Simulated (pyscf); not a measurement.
PySCF, gas phase, ωB97X-D3(BJ)/def2-SVP geometries.

HO–GeH₂–OH (SMILES [OH][GeH2][OH]) + H₂ (SMILES [H][H]) -> HO–GeH₃ (SMILES [OH][GeH3]) + H₂O (SMILES O)
Surface: singlet. Broken: Ge–O, H–H. Formed: Ge–H, H–O. Give ΔE‡ and ΔE from B3LYP-D3(BJ)/def2-TZVP, relative to the separated reactants.

ΔE‡ = 43.6 kcal/mol, ΔE = +5.9 kcal/mol. ωB97M-D3(BJ)/def2-TZVP gives 43.6 kcal/mol and +5.1 kcal/mol. Zero-point energy shifts the barrier by +2.8 kcal/mol. It is a four-centre exchange, with an imaginary mode of 1324i cm⁻¹. On the product side the descent ends in a complex (not fully relaxed), 5.9 kcal/mol under the separated species and 44.1 kcal/mol under the saddle at ωB97X-D3(BJ)/def2-TZVP. At the saddle there is also a short Ge–H contact that neither side keeps. One saddle was located; it need not be the lowest between these sides. Elements up to Kr have no core potential and no relativistic terms here.
